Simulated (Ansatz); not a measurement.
The same path of CH7BS (10 atoms, charge 0, multiplicity 1) was run twice with different band settings. Lost on the way: B1–H2, S8–H10. Made: H2–H10.

Level of theory: RKS r2SCANh-D4/cc-pVDZ in Ansatz.

Relaxed end points:

```xyz
10
Properties=species:S:1:pos:R:3
B 0.141 0.007 0.158
H 0.211 -0.650 1.181
C 1.422 0.015 -0.800
H 1.494 -0.984 -1.264
H 1.364 0.735 -1.632
H 2.380 0.176 -0.277
H -0.949 -0.018 -0.390
S 0.017 1.964 0.894
H 1.064 2.017 1.754
H -0.878 1.803 1.898
```

```xyz
10
Properties=species:S:1:pos:R:3
B 0.139 1.018 -0.424
H -0.498 -1.218 2.309
C 1.417 0.183 -0.745
H 1.251 -0.868 -0.455
H 1.572 0.156 -1.837
H 2.343 0.534 -0.270
H -0.939 0.724 -0.878
S 0.088 2.474 0.623
H 1.401 2.526 0.962
H -0.508 -0.463 2.237
```

Common settings: climbing image yes; spring 5.0 eV/Å²; optimiser quadratic models (default); start path through a guess of the saddle point; force threshold 0.05 eV/Å; iteration limit 60; end points relaxed.

| run | movable images |
| --- | --- |
| 1 | 9 |
| 2 | 1 |

Question: What does each run give, and how far can it be trusted?

Answer: Run 1: converged after 11 iterations, highest image 0.503 eV above the first end. A vibrational analysis at the climbing image gives one clearly imaginary mode, 642i cm⁻¹: a first-order saddle point.
Run 2: converged after 18 iterations, highest image 0.504 eV above the first end. Another band between the same ends (9 images) ends at a top of the same energy, where a vibrational analysis finds 1 clearly imaginary mode. So few images can step over the top or miss a turn of the path.
The orbitals stay closed-shell, which can raise the energy where a bond breaks towards radicals; this wasn't checked here.
